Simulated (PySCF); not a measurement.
Chlorine: a sound run and one with changed settings

Sound run: Cl [Ne] 3s2 3p5, Cl⁺ [Ne] 3s2 3p4. Calculation: PySCF 2.14, in def2-SVP (4s3p1d, 18 functions); no relativity, point nucleus. In the sound run the correlated levels freeze [Ne]. The sound run starts from symmetry-adapted Hartree-Fock orbitals and uses a fine grid where one is needed.

Changed run: the spin-free X2C one-electron Hamiltonian (Gaussian nucleus). This setting is unsound on purpose.

| species | method | sound run (hartree) | changed run (hartree) | converged |
| --- | --- | --- | --- | --- |
| Cl | UHF | -459.31930 | -460.56776 | yes |
| Cl | PBE0 | -459.83853 | -461.08629 | yes |
| Cl | BP86 | -460.03080 | -461.27822 | yes |
| Cl | MP2 | -459.42824 | -460.67674 | yes |
| Cl | CCSD(T) | -459.44599 | -460.69446 | yes |
| Cl⁺ | UHF | -458.88624 | -460.13515 | yes |
| Cl⁺ | PBE0 | -459.36428 | -460.61257 | yes |
| Cl⁺ | BP86 | -459.55215 | -460.80010 | yes |
| Cl⁺ | MP2 | -458.97518 | -460.22408 | yes |
| Cl⁺ | CCSD(T) | -458.99536 | -460.24421 | yes |

Ionisation energy of Cl:

```
 method  sound run (eV)  changed run (eV)
    UHF          11.784            11.772
   PBE0          12.905            12.891
   BP86          13.025            13.011
    MP2          12.328            12.318
SCS-MP2          12.313            12.302
   CCSD          12.263            12.252
CCSD(T)          12.262            12.252
```

Most of the change in total energy is the relativistic energy itself. On top of that the contraction fixes the core shape for the Hamiltonian it was made with, so the changed run is not a good calculation with the other Hamiltonian either.

For comparison, NIST gives 12.968 eV between the lowest levels.
